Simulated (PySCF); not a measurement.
**Methylsilylchloride (CH₅ClSi): geometry, spin-spin couplings**

Aim: predict the spin-spin couplings of Methylsilylchloride (CH₅ClSi) (`C[SiH2]Cl`).

Computed with PySCF 2.14.0, with density-fitted response routines of our own, on a single molecule in the gas phase. Atoms count from 0, in the outputs and in this text.

## (1) The molecule as given

8 atoms, charge 0, multiplicity 1; geometry from: GFN2-xTB.

Bonds of the start (Å): C0–Si1 1.90, Si1–Cl2 2.02, C0–H3 1.09, C0–H4 1.09, C0–H5 1.09, Si1–H6 1.46, Si1–H7 1.46.

## (2) Geometry optimisation at PBE0-D3(BJ)/def2-SVP

The job: settings as JSON, then the geometry in Å.

```
{"job": {"xc": "PBE0", "basis": "def2-SVP", "d3": "d3bj", "grid": 1, "kind": "geom"}, "charge": 0, "multiplicity": 1}
C      1.007230     0.166780     0.052760
Si    -0.837800    -0.280880    -0.055600
Cl    -1.926450     1.422170    -0.120950
H      1.455040    -0.208140     0.968830
H      1.570520    -0.256630    -0.773880
H      1.155740     1.243290     0.032800
H     -1.265250    -1.036570     1.120520
H     -1.140920    -1.031210    -1.273600
```

**Question.** After this job, these run on its result: B3LYP/cc-pVTZ indirect spin-spin coupling, non-relativistic, gas phase; B3LYP/6-31G* indirect spin-spin coupling, non-relativistic, gas phase. What will the session give for the following? point group; rotational constants (main isotopes); largest coupling (B3LYP/cc-pVTZ); range of J(Si1,H6).

**Answer**, as computed:

```
                            quantity                       value
                         point group                          Cs
rotational constants (main isotopes)       15.88, 3.80, 3.24 GHz
    largest coupling (B3LYP/cc-pVTZ)  ¹J(Si,H) Si1–H6, -176.2 Hz
                  range of J(Si1,H6)         -200.9 to -176.2 Hz
```

What this shows: Relaxing lowered the energy by 0.066 eV in 3 steps; the bonded pair that moved most is Si1–Cl2, from 2.022 to 2.079 Å. The largest coupling computed is Si1–H6 (mean over like pairs), -176.2 Hz, of which the Fermi-contact term gives -176.8 Hz. The coupling Si1–H6 runs from -200.9 Hz (B3LYP/6-31G*) to -176.2 Hz (B3LYP/cc-pVTZ). Couplings from bases without tight functions are rough.
